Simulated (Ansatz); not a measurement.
Input file:

```yaml
crystal:
  periodic: [false, false, false]
  atoms:
    - {symbol: Si, position_ang: [-1.574620, 0.000000, 0.000000]}
    - {symbol: H, position_ang: [-2.069492, 1.399708, 0.000000]}
    - {symbol: H, position_ang: [-2.069491, -0.699854, 1.212183]}
    - {symbol: H, position_ang: [-2.069492, -0.699854, -1.212182]}
    - {symbol: H, position_ang: [-0.193620, 0.000000, 0.000000]}
    - {symbol: Si, position_ang: [1.804380, 0.000000, 0.000000]}
basis:
  gaussian: {orbitals: cc-pVDZ}
magnetization: {spin_polarized: true, initial_magnetization: 2}
hamiltonian: {xc: {name: wB97M-V}}
output: {forces: true, orbitals: {seedname: orbitals}}
```

```sh
$ ansatz run in.yaml --threads 1 --pin off --events-out ev --progress --plain --max-ram 2393MiB
```

The program prints:

```
  # Of w^i u^j: cxij and so on, Table III.
  gx(w, u) = 1 - cx + cx01*u + cx10*w
  gss(w, u) = css00 + css04*u^4 + css10*w + css20*w^2 + css43*w^4*u^3
  gos(w, u) = cos00 + cos10*w + (cos20 + cos21*u)*w^2 + (cos60 + cos61*u)*w^6
      + integral(e_c_pw_mod_opposite_spin*gos(b97_w_opposite, b97_u_opposite)) + vv10(b, c)
538 factors; integrals over basis functions are off by at most 1.5e-3 eV
206 factors; integrals over basis functions are off by at most 1.7e-5 eV
mean field evaluation 1: about -15814.3981 eV, gradient 4.3e0 eV
mean field evaluation 2: about -15814.6260 eV, gradient 1.1e0 eV
mean field evaluation 4: about -15814.6844 eV, gradient 2.9e-1 eV
mean field evaluation 8: about -15814.6861 eV, gradient 6.7e-3 eV
mean field evaluation 16: about -15814.6861 eV, gradient 8.8e-5 eV
mean field -15814.68611237 eV, -581.1789950503 hartree, gradient 1.6e-5 eV, S^2 2.001959; 2 other end points of the search recorded, 0 dependent functions left out
the calculation of the forces begins
reference -15814.68615035 eV, -581.1789964462 hartree; 17, 15 occupied and 39, 41 virtual orbitals, 538 factors
Total energy: -15814.68615035 eV, -581.1789964462 hartree
Atom 0 at    -1.574620     0.000000     0.000000 Å, force    -2.977566     0.000086     0.000001 eV/Å
Atom 1 at    -2.069492     1.399708     0.000000 Å, force     0.080986     0.068574    -0.000000 eV/Å
Atom 2 at    -2.069491    -0.699854     1.212183 Å, force     0.081055    -0.034324     0.059359 eV/Å
Atom 3 at    -2.069492    -0.699854    -1.212182 Å, force     0.081055    -0.034324    -0.059359 eV/Å
Atom 4 at    -0.193620     0.000000     0.000000 Å, force     2.652981     0.000051    -0.000000 eV/Å
Atom 5 at     1.804380     0.000000     0.000000 Å, force     0.081489    -0.000063    -0.000000 eV/Å
Dipole moment:    -0.313313     0.000000     0.000000 e Å
```

Forces (eV/Å):
```
Si  -2.978  0.000  0.000
H    0.081  0.069  0.000
H    0.081 -0.034  0.059
H    0.081 -0.034 -0.059
H    2.653  0.000  0.000
Si   0.081  0.000  0.000
```

Ran on 1 thread of Arm Neoverse V2, shared host: 11 s wall, 0.23 GiB peak host memory.
